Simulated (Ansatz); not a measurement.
Reaction (SMILES): OCl (OH-Cl) → [OH] (OH) + Cl atom
B3LYP-D3(BJ)/def2-TZVP geometries, fixed; electronic energies without zero-point terms.

Energies in hartree at wB97M-V with Ansatz (an electronic-structure program); the bond dissociation energy is their sum with the coefficients shown, times 627.509 kcal/mol a hartree. All functions are spherical. The program fits the integrals of some runs and decomposes those of others, by size. Open shells are unrestricted. The functional holds VV10 correlation; no added dispersion term, no relativity.

```
species      coefficient     part  cc-pV(D+d)Z  cc-pV(T+d)Z  cc-pV(Q+d)Z
-----------  -----------  -------  -----------  -----------  -----------
OCl (OH-Cl)           -1  wB97M-V   -535.91514   -535.96455   -535.97638
[OH] (OH)             +1  wB97M-V    -75.70503    -75.73548    -75.74399
Cl atom               +1  wB97M-V   -460.11785   -460.13357   -460.13722
```

Predict the bond dissociation energy in cc-pV(5+d)Z (X = 5): let each wB97M-V step shrink by the ratio of the last two. Compare with the run.


- OCl (OH-Cl): steps -0.04941 and -0.01183, ratio 0.239, so wB97M-V -535.97921 (run: -535.97984).
- [OH] (OH): steps -0.03045 and -0.00851, ratio 0.279, so wB97M-V -75.74636 (run: -75.74668).
- Cl atom: steps -0.01572 and -0.00365, ratio 0.232, so wB97M-V -460.13807 (run: -460.13830).
Predicted 59.48 kcal/mol; the run in cc-pV(5+d)Z gives 59.53, a miss of -0.05. Keeping the value in cc-pV(Q+d)Z, 59.72, would miss by 0.19. All sums are of the energies as printed.
